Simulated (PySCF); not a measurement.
Formic acid, CH2O2.
Z-matrix (Å and degrees, PBE0-D3(BJ)/def2-SVP geometry), rows numbered from 1:
```
O 
C   1  1.1959
O   2  1.3317  1  125.15
H   2  1.1103  1  125.11  3   179.78
H   3  0.9714  2  107.07  1    -0.19
```

Method: PySCF 2.14.0, PBE0-D3(BJ)/def2-SVP geometry optimisation, gas phase.

Masses are those of the commonest isotopes; rigid-rotor values at the optimised geometry. The values belong to one conformer with, in the numbering `[O:1]=[CH:2][OH:3]`, O1–C2–O3–H 0°.

Q: Give the principal moments of inertia and the rotational constants in MHz.

A: Ia = 6.48, Ib = 41.37, Ic = 47.86 u·Å²; 505379 MHz·u·Å²/I gives A = 77956, B = 12215, C = 10561 MHz.

Q: Classify the top.

A: A near-prolate asymmetric top. Ray's parameter κ = (2B − A − C)/(A − C) = -0.951; −1 is the prolate and +1 the oblate limit.

Q: What does the inertial defect say?

A: Planar: Δ = Ic − Ia − Ib = 0.00 u·Å². For a rigid frame Δ = −2 Σ m c², so it vanishes when all atoms lie in the ab plane; here none is more than 0.01 Å from it.

Q: Where do the levels up to J = 5 lie, in cm⁻¹?

A: Above 0(0,0):
J = 1: 1(0,1) 0.7597, 1(1,1) 2.9526, 1(1,0) 3.0078
J = 2: 2(0,2) 2.2781, 2(1,2) 4.4168, 2(1,1) 4.5824, 2(2,1) 11.1611, 2(2,0) 11.1621
J = 3: 3(0,3) 4.5532, 3(1,3) 6.6126, 3(1,2) 6.9437, 3(2,2) 13.4403, 3(2,1) 13.4454, 3(3,1) 24.5433, 3(3,0) 24.5433
J = 4: 4(0,4) 7.5818, 4(1,4) 9.5390, 4(1,3) 10.0909, 4(2,3) 16.4783, 4(2,2) 16.4937, 4(3,2) 27.5842, 4(3,1) 27.5843, 4(4,1) 43.1257, 4(4,0) 43.1257
J = 5: 5(0,5) 11.3599, 5(1,5) 13.1953, 5(1,4) 14.0229, 5(2,4) 20.2746, 5(2,3) 20.3105, 5(3,3) 31.3862, 5(3,2) 31.3866, 5(4,2) 46.9266, 5(4,1) 46.9266, 5(5,1) 66.9089, 5(5,0) 66.9089

Q: Predict some low-J microwave lines.

A: The dipole components are |μa| = 1.51 D, |μb| = 0.04 D, |μc| = 0.00 D; the mirror of this Cs structure is the ab plane, so μc vanishes by symmetry and there are no c-type lines. Intensities carry the squares of the components, which stand as 1.00 : 0.00 (a : b). Some lines, for components of 0.1 D or more:

```csv
type,branch,"J(Ka,Kc)",MHz,lower level (cm⁻¹)
a,Q,"1(1,0) ← 1(1,1)",1655,2.953
a,Q,"2(1,1) ← 2(1,2)",4964,4.417
a,R,"1(0,1) ← 0(0,0)",22776,0.000
a,R,"2(1,2) ← 1(1,1)",43897,2.953
a,R,"2(0,2) ← 1(0,1)",45521,0.760
a,R,"2(1,1) ← 1(1,0)",47206,3.008
```

Q: Estimate the classical rotational partition function at 200 K and 298.15 K.

A: Point group Cs, symmetry number σ = 1; q = (√π/σ)·√((kT/h)³/(ABC)), k/h = 20836.6 MHz/K: 4750 at 200 K, 8650 at 298.15 K.

PBE0-D3(BJ)/def2-SVP frequencies: not computed here. No vibrational averaging or centrifugal distortion is included, and the geometry carries the error of its method.
